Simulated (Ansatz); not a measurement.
# PH₃+ (doublet): the correlation ladder, def2-TZVPP

An exercise on one series of results from a longer session: the logs are not shown, and one member is left open.

Computed with Ansatz 0.2.0, Gaussian basis. Level: def2-TZVPP, core rule «outside noble gas», up to 5 orbitals frozen.

The runs, in order: UHF; ROHF; CCSD(T) on UHF.

**The geometry**

The geometry is a PBE0/def2-TZVP stationary point (not a proven minimum).

4 atoms, charge 1, spin multiplicity 2.

Atoms are counted from 1 here; the program's logs count them from 0.

Bond lengths: P1–H2 1.405 Å, P1–H3 1.405 Å, P1–H4 1.405 Å. Angles: H2–P1–H3 113.3°, H2–P1–H4 113.3°, H3–P1–H4 113.3°.

The first run:

The input, in.yaml:

```yaml
crystal:
  periodic: [false, false, false]
  atoms:
    - {symbol: P, position_ang: [0.000079, -0.000045, -0.032941]}
    - {symbol: H, position_ang: [1.354052, 0.014506, 0.340675]}
    - {symbol: H, position_ang: [-0.690409, 1.166785, 0.334178]}
    - {symbol: H, position_ang: [-0.666085, -1.179917, 0.337423]}
basis:
  gaussian: {orbitals: def2-TZVPP}
total_charge: 1
magnetization: {spin_polarized: true, initial_magnetization: 1}
hamiltonian: {xc: hf}
output: {orbitals: {seedname: orbitals}}
```

Started as:

```sh
ansatz run in.yaml --threads 1 --pin off --events-out ev --progress --plain --max-ram 4096MiB --backend cpu
```

Steps of the session up to this table: UHF; ROHF; CCSD(T) on UHF.

One of the session's tables, all rows but one given; the rest of the session is left out.

It belongs to the step «Misses and costs». 

```
  method  from UCCSD(T) (meV)
    ROHF                    ?
     UHF              +4395.8
    UMP2               +849.4
   UCCSD               +117.3
UCCSD(T)                    0
```

Q: Estimate the row for ROHF from the others.

The run gave: from UCCSD(T) (meV): +4473.4. In the column «from UCCSD(T) (meV)» it is the highest.
